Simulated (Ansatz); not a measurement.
Worked example: building the atomization energy of HCl, singlet

Measured: the G2/97 heats of formation, with zero-point and thermal terms from B3LYP taken off, give an electronic atomization energy of 106.5 kcal/mol (Curtiss et al., J. Chem. Phys. 106, 1063 (1997); Staroverov et al., J. Chem. Phys. 119, 12129 (2003)). The calculation below tries to reproduce it.

Geometry (MP2(full)/6-31G*, from the G2/97 set):

```xyz
2

Cl    0.0000    0.0000    0.0000
H     0.0000    0.0000    1.2800
```

Atomization energies (atoms less molecule, kcal/mol) from Ansatz 0.2.0, frozen cores, restricted molecule, unrestricted atoms (their steps beyond CCSDT(Q) from restricted open-shell runs), sets cc-pV(D+d)Z, cc-pV(T+d)Z, cc-pV(Q+d)Z:

```csv
level,DZ,TZ,QZ
HF,75.86,76.83,76.97
CCSD(T),99.21,104.44,106.31
CCSDT,99.22,104.35,106.19
CCSDT(Q),99.29,104.44,106.29
CCSDTQ,99.29,–,–
full CI,99.30,–,–
```

Extrapolate Hartree–Fock with exp(−5.46 √X) and the CCSD(T) correlation part with X⁻³ (X = 3, 4), add each higher step from the largest set that has it, and compare with the measured value.

Hartree–Fock: 76.97 + (76.97 − 76.83) × 0.301 = 77.01.
Correlation: TZ 27.61, QZ 29.34; (64 × 29.34 − 27 × 27.61) / 37 = 30.60.
Full triples (QZ): 106.19 − 106.31 = -0.12.
(Q) (QZ): 106.29 − 106.19 = 0.10.
Full quadruples (DZ): 99.29 − 99.29 = 0.00.
Full CI (DZ): 99.30 − 99.29 = 0.01.
Sum: 107.6 kcal/mol, 1.1 above the measured 106.5.

The steps beyond CCSD(T) add -0.01 kcal/mol, while going from QZ to the limit adds 1.30. Core correlation, scalar relativity, spin–orbit terms and the relaxation from this MP2 geometry are missing from the sum, and the measured value has its own uncertainty.
